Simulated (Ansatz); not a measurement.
# H$_{2}$Al–Al, triplet: breathe scan

Starting geometry (PBE0/def2-TZVP stationary point for this spin, not checked as a minimum):

```yaml
atoms:
  - { symbol: Al, position_ang: [0.0000, 0.0000, -1.2010] }
  - { symbol: Al, position_ang: [0.0000, 0.0000, 1.3441] }
  - { symbol: H, position_ang: [0.0000, 1.4184, -1.9165] }
  - { symbol: H, position_ang: [0.0000, -1.4184, -1.9165] }
```

From there all distances are scaled together; atoms are numbered as listed. Energies are in eV, counted from the starting geometry at the same level. Kohn–Sham curves are unrestricted where that lies lower.

Basis 6-31G; Ansatz 0.2.0. Only valence electrons are correlated (noble-gas cores frozen).

Unrestricted Kohn–Sham rows aren't spin-pure: their determinants' ⟨S²⟩ exceeds S(S+1) by up to 0.88, so they mix in states of higher spin. The reference follows the lowest state, whose symmetry changes from B1 to A1 between 1.503 and 1.781.

In so small a basis the reference is far from its limit while semilocal and hybrid functionals are nearer theirs (RPA and double hybrids share much of the reference's basis error), so the functionals' errors here hold much of the reference's basis and frozen-core error, which can add to them or hide them.

Full CI is exact within this basis and frozen core; it isn't the basis-set limit.

```csv
scale of all distances,full CI,PBE,r2SCAN,B97M-V,PBE0,B3LYP,wB97X-V,wB97M-V,B2PLYP,RPA-PBE
0.871,1.616,1.452,1.386,1.369,1.389,1.388,1.359,1.309,1.417,1.687
1.000,0.000,0.000,0.000,0.000,0.000,0.000,0.000,0.000,0.000,0.000
1.118,0.266,0.343,0.436,0.441,0.439,0.401,0.506,0.484,0.419,0.180
1.293,1.590,1.782,2.016,1.980,2.028,1.874,2.165,2.053,1.949,1.391
1.503,2.999,3.473,3.807,3.678,3.777,3.455,3.852,3.690,3.522,2.762
1.781,3.987,4.749,5.035,5.013,4.976,4.560,5.043,4.860,4.572,3.654
1.994,4.460,5.394,5.629,5.669,5.581,5.153,5.632,5.479,5.107,4.157
2.437,5.029,6.205,6.358,6.555,6.236,5.902,6.214,6.140,5.698,4.823
```
